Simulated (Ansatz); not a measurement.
C₃H₂S, triplet: CASSCF and its corrections

Calculated in Ansatz's Gaussian-basis code. Basis cc-pVTZ on C/H, cc-pV(T+d)Z on S, nonrelativistic, no frozen core. State-specific CASSCF; RHF is the lowest restricted (open-shell) Hartree–Fock solution met. Solutions may break the symmetry of the shape. No proof that the lowest CASSCF solution was found.

Geometry:

```json
{"atom": "C", "x (Å)": "0.0000", "y (Å)": "0.0000", "z (Å)": "-0.1952"}
{"atom": "C", "x (Å)": "0.0000", "y (Å)": "0.6696", "z (Å)": "-1.4557"}
{"atom": "C", "x (Å)": "0.0000", "y (Å)": "-0.6696", "z (Å)": "-1.4557"}
{"atom": "S", "x (Å)": "0.0000", "y (Å)": "0.0000", "z (Å)": "1.4196"}
{"atom": "H", "x (Å)": "0.0000", "y (Å)": "1.5825", "z (Å)": "-2.0369"}
{"atom": "H", "x (Å)": "0.0000", "y (Å)": "-1.5825", "z (Å)": "-2.0369"}
```

Q: What do CASSCF and its corrections give against RHF in CAS(6,5), and what are the occupations?

A: CASSCF -0.741 eV, SC-NEVPT2 -20.446 eV; occupations 2.00, 1.93, 1.00, 0.99, 0.09.

Q: Roughly how much CPU time does a whole run from the default start take (median of such runs, summed over threads; nearly all runs on one pinned thread of a shared server, mostly Xeon at 2.3 to 2.6 GHz, by a development driver)?

A: CAS(6,5): about 45 s. Other jobs ran beside these, and the count of passes differs.
